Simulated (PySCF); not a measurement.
Simulated outer-valence photoelectron spectrum of `CO` (CH4O). Method: EOM-IP-CCSD/aug-cc-pVDZ in PySCF, restricted Hartree–Fock reference, 2 core orbitals frozen, non-relativistic, gas phase, PBE0-D3(BJ)/def2-SVP geometry.

Each root has a Gaussian of 0.4 eV full width with its one-hole share as area; cross sections and vibrations are left out, and the highest printed point is 100.

ionisation energy (eV), intensity and a bar:
```
     10.2          0 
     10.4          8 ##
     10.6         53 ################
     10.8         93 ############################
     11.0         41 ############
     11.2          4 #
     11.4          0 
     11.6          0 
     11.8          0 
     12.0          0 
     12.2          7 ##
     12.4         51 ###############
     12.6         94 ############################
     12.8         44 #############
     13.0          5 ##
     13.2          0 
     13.4          0 
     13.6          0 
     13.8          0 
     14.0          0 
     14.2          0 
     14.4          0 
     14.6          0 
     14.8          7 ##
     15.0         52 ################
     15.2        100 ##############################
     15.4         91 ###########################
     15.6         98 #############################
     15.8         45 #############
     16.0          5 ##
     16.2          0 
     16.4          0 
     16.6          0 
     16.8          0 
     17.0          0 
     17.2          1 
     17.4         17 #####
     17.6         75 #######################
     17.8         82 #########################
     18.0         22 #######
     18.2          2
```

Task: Where are the maxima, and how many lines lie under the curve?

Result: 5 maxima, at 10.8, 12.6, 15.2, 15.6 and 17.7 eV, from 5 lines.

Task: List the lines with their holes.

Result: 
```json
{"E (eV)": "10.78", "leading hole (HF orbital)": "HOMO", "area": "0.95", "Koopmans (eV)": "12.18"}
{"E (eV)": "12.59", "leading hole (HF orbital)": "HOMO-1", "area": "0.96", "Koopmans (eV)": "13.59"}
{"E (eV)": "15.18", "leading hole (HF orbital)": "HOMO-2", "area": "0.96", "Koopmans (eV)": "16.32"}
{"E (eV)": "15.59", "leading hole (HF orbital)": "HOMO-3", "area": "0.95", "Koopmans (eV)": "16.85"}
{"E (eV)": "17.71", "leading hole (HF orbital)": "HOMO-4", "area": "0.95", "Koopmans (eV)": "18.97"}
```

The widest gap, 2.59 eV, lies between 12.59 and 15.18 eV. Only orbitals with −ε under 21 eV, eight at most, were ionised, so the high end of the curve may lack lines.
